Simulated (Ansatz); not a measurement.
Geometry optimisation, Ansatz 0.2.0, UKS B3LYP/6-31G*.

Input:

```yaml
crystal:
  periodic: [false, false, false]
  atoms:
    - { symbol: B, position_ang: [0.0, 0.0, 0.0] }
    - { symbol: H, position_ang: [0.0, 0.0, 1.44] }
    - { symbol: C, position_ang: [1.3856, 0.0, -0.8] }
    - { symbol: H, position_ang: [1.7152, -1.0462, -0.9702] }
    - { symbol: H, position_ang: [1.2491, 0.508, -1.7774] }
    - { symbol: H, position_ang: [2.1552, 0.5381, -0.2082] }
    - { symbol: H, position_ang: [-1.0305, 0.0, -0.595] }
    - { symbol: F, position_ang: [0.0, 0.0, 2.66] }
magnetization:
  spin_polarized: true
  initial_magnetization: 1
basis:
  gaussian: { orbitals: "6-31G*" }
hamiltonian:
  xc: b3lyp
relax:
  f_tol: 0.15
  max_steps: 25
  restrain:
    - { distance: [1, 7], at: 2.12, k: 30.0 }
    - { distance: [0, 1], at: 1.19, k: 30.0 }
```

Command:

```bash
$ ansatz run input.yaml --threads 1 --pin off --max-ram 2048MiB --backend cpu --events-out ev --progress --plain --runs-dir out
```

Where does it end, and by what steps?

The run converged. The restraints hold the end off the free minimum. After 5 steps the energy has risen by 0.455 eV (the restraints' own energy left out); F8 moved furthest, 0.55 Å.

| step | energy less start (eV) | largest force component (eV/Å) | accepted |
| --- | --- | --- | --- |
| 0 | 0.0000 | 1.542 | yes |
| 1 | 0.2027 | 0.744 | yes |
| 2 | 0.4718 | 2.449 | yes |
| 3 | 0.4622 | 0.608 | yes |
| 4 | 0.4718 | 0.646 | no |
| 5 | 0.4553 | 0.658 | yes |

```xyz
8
Properties=species:S:1:pos:R:3
B -0.002 0.009 -0.088
H -0.052 -0.053 1.108
C 1.372 0.057 -0.814
H 1.654 -1.004 -0.954
H 1.338 0.499 -1.817
H 2.184 0.511 -0.236
H -1.052 -0.035 -0.661
F 0.035 0.016 3.212
```

Time of the run: 27 s on 1 thread of Arm Neoverse V1 (shared host), peak memory 0.14 GiB.
